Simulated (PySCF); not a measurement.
# MgF⁺ from Hartree–Fock to correlated methods

State: ¹Σ⁺ (singlet), closed shell. Set-up: Mg aug-pcseg-1, F aug-pcseg-1; no relativity (PySCF 2.14). De refers to Mg⁺ + F in their high-spin ground configurations, without counterpoise correction. A positive dipole points towards F; it is taken about the centre of mass and depends on that origin.

```json
{"Level": "RHF", "Re (Å)": "1.699", "ωe (cm⁻¹)": "875", "De (eV)": "2.49", "μ (D)": "-9.93", "CPU s a point (SCF and correlation, without the integrals)": "0.028"}
{"Level": "RHF-MP2", "Re (Å)": "1.730", "ωe (cm⁻¹)": "813", "De (eV)": "4.51", "μ (D)": "n/a", "CPU s a point (SCF and correlation, without the integrals)": "0.043"}
{"Level": "RHF-SCS-MP2", "Re (Å)": "1.728", "ωe (cm⁻¹)": "816", "De (eV)": "4.35", "μ (D)": "n/a", "CPU s a point (SCF and correlation, without the integrals)": "n/a"}
{"Level": "RHF-CCSD", "Re (Å)": "1.723", "ωe (cm⁻¹)": "827", "De (eV)": "4.16", "μ (D)": "n/a", "CPU s a point (SCF and correlation, without the integrals)": "n/a"}
{"Level": "RHF-CCSD(T)", "Re (Å)": "1.726", "ωe (cm⁻¹)": "818", "De (eV)": "4.22", "μ (D)": "n/a", "CPU s a point (SCF and correlation, without the integrals)": "0.67"}
{"Level": "PBE", "Re (Å)": "1.735", "ωe (cm⁻¹)": "781", "De (eV)": "4.33", "μ (D)": "-8.99", "CPU s a point (SCF and correlation, without the integrals)": "0.35"}
{"Level": "PBEsol", "Re (Å)": "1.727", "ωe (cm⁻¹)": "794", "De (eV)": "4.58", "μ (D)": "-9.04", "CPU s a point (SCF and correlation, without the integrals)": "0.27"}
{"Level": "r²SCAN", "Re (Å)": "1.718", "ωe (cm⁻¹)": "820", "De (eV)": "4.27", "μ (D)": "-9.38", "CPU s a point (SCF and correlation, without the integrals)": "0.51"}
{"Level": "M06-L", "Re (Å)": "1.712", "ωe (cm⁻¹)": "836", "De (eV)": "4.65", "μ (D)": "-9.59", "CPU s a point (SCF and correlation, without the integrals)": "0.54"}
{"Level": "PBE0", "Re (Å)": "1.715", "ωe (cm⁻¹)": "824", "De (eV)": "4.07", "μ (D)": "-9.36", "CPU s a point (SCF and correlation, without the integrals)": "0.55"}
{"Level": "B97-3", "Re (Å)": "1.715", "ωe (cm⁻¹)": "830", "De (eV)": "4.20", "μ (D)": "-9.53", "CPU s a point (SCF and correlation, without the integrals)": "0.26"}
{"Level": "HSE06", "Re (Å)": "1.716", "ωe (cm⁻¹)": "823", "De (eV)": "4.07", "μ (D)": "-9.35", "CPU s a point (SCF and correlation, without the integrals)": "0.5"}
```

Which functional lies closest to RHF-CCSD(T) in De, which farthest, and by how much do they differ from it?

Closest is B97-3 (-1.1 pm in Re, +1.5 % in ωe, -0.02 eV in De against RHF-CCSD(T) in the same basis), farthest M06-L (-1.4 pm in Re, +2.2 % in ωe, +0.43 eV in De). CCSD(T) converges more slowly with the basis than the functionals do and binds too weakly in this one, so the order can change at the basis-set limit.

What does a quarter of exact exchange do here, going from PBE to PBE0?

PBE0 less PBE: -2.0 pm in Re, +5.5 % in ωe, -0.26 eV in De. Exact exchange removes part of the self-interaction that spreads semilocal densities, and in most molecules shortens and stiffens the bond and lowers De; so it does here.

What does the step from GGA to meta-GGA do here, going from PBE to r²SCAN?

r²SCAN less PBE: -1.7 pm in Re, +5.0 % in ωe, -0.06 eV in De. 

Correlated steps freeze 2 core orbitals. Correlated levels converge slowly with the basis: in double zeta they bind strong bonds too weakly, by up to about 1 eV, and carry superposition errors of some tenths. For an ion De counts to the pair picked by the measured ionisation energies or electron affinities, which need not be the lowest pair at this level. Where the molecule has an RHF reference, its open-shell atoms are computed with UHF.

The whole job (state search and all levels along the bond) took about 0.87 min on 1 thread of Arm Neoverse V1 (shared host), peak memory 0.42 GiB.
